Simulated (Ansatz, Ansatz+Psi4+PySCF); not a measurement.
Two shapes of singlet CH₂O.

Shape 1:

```xyz
4

O     0.0000    0.0000    0.6835
C     0.0000    0.0000   -0.5366
H     0.0000    0.9344   -1.1242
H     0.0000   -0.9344   -1.1242
```

Shape 2:

```xyz
4

O     0.0000    0.0000    0.6782
C     0.0000    0.0000   -0.5419
H     0.0000    0.9175   -1.1188
H     0.0000   -0.9175   -1.1188
```

Basis set: cc-pVTZ (spherical functions). Frozen core: 2 orbitals. Charge 0, multiplicity 1.

Computed with Ansatz (development build ahead of 0.2.0) and Psi4 1.11; each method stands on the lowest determinant of its kind that the runs found.

(1) Which shape is lower in energy, and by how much in each method?

## Answers

(1)

| method | E(2) − E(1) (eV) |
| --- | --- |
| RHF | -0.007 |
| RHF-MP2 | 0.008 |
| RHF-CCSD(T) | 0.011 |

The methods disagree on the order.
